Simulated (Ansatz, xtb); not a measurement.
# Isomers of CH3OSi− in order of energy

3 gas-phase structures of CH3OSi−, found in a search over its isomers (lower ones may exist). Each was relaxed with GFN2-xTB:

A. `C=[SiH][O-]`, a singlet
B. `C[Si-]=O`, a singlet
C. `C1O[SiH-]1`, a singlet

**Question.** Make a reasoned guess at their ranking by r2SCAN-D4/def2-SVPD single-point energy.

**Answer.** Calculated order at r2SCAN-D4/def2-SVPD: B (0.0), A (2.0), C (29.2) kcal/mol.

Energies above the lowest of each column, in kcal/mol; the last columns are at PBE0-D3(BJ)/def2-SVPD geometries:

```
structure  GFN2-xTB  HF/STO-3G  r2SCAN-D4/def2-SVPD  PBE0-D3(BJ)/def2-SVPD  CCSD(T)/def2-SVPD + ΔMP2/def2-TZVPPD
        B      14.8       19.8                  0.0                    0.0                                   0.0
        A       0.0       57.8                  2.0                    3.8                                   3.4
        C      48.9        0.0                 29.2                   27.1                                  34.4
```

CCSD(T)/def2-SVPD + ΔMP2/def2-TZVPPD puts B lowest; GFN2-xTB picks A, HF/STO-3G picks C. The ΔMP2 step shifts differences by up to 3.1 kcal/mol, which makes them less sure. Large T1 diagnostics make some coupled-cluster values less sure. ΔMP2 is the change of the MP2 energy from the smaller to the larger basis.

Programs: Ansatz 0.2.0, xtb 6.7.1.
